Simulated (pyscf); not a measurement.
F–N(F)–F + F–Ge:–F [singlet] → F–N(F)–Ge(F)(F)–F (insertion; singlet surface; F–N broken, F–Ge, Ge–N formed). Structures and frequencies: ωB97X-D3(BJ)/def2-SVP in PySCF. Energies in kcal/mol from the separated reactants.

```
level                   barrier  reaction energy
----------------------  -------  ---------------
ωB97X-D3(BJ)/def2-TZVP        ?                ?
PBE/def2-TZVP              15.0            -47.3
PBE0-D3(BJ)/def2-TZVP         ?            -55.6
M06-2X/def2-TZVP           35.2            -66.3
ωB97M-D3(BJ)/def2-TZVP     37.3            -53.1
HF/def2-TZVP               64.0            -63.9
```

**Question.** Some entries are withheld; supply them.

**Answer.** 
- ωB97X-D3(BJ)/def2-TZVP, barrier: 36.9
- ωB97X-D3(BJ)/def2-TZVP, reaction energy: -58.7
- PBE0-D3(BJ)/def2-TZVP, barrier: 27.4

The functionals in the table span 22.3 kcal/mol in this barrier, from PBE to ωB97M-D3(BJ)/def2-TZVP. This is the saddle that the search found; another between the same sides may lie lower. A restricted solution here is unstable towards spin polarisation, so biradical character is likely and single-reference numbers are less safe. Elements up to Kr have no core potential and no relativistic terms here.
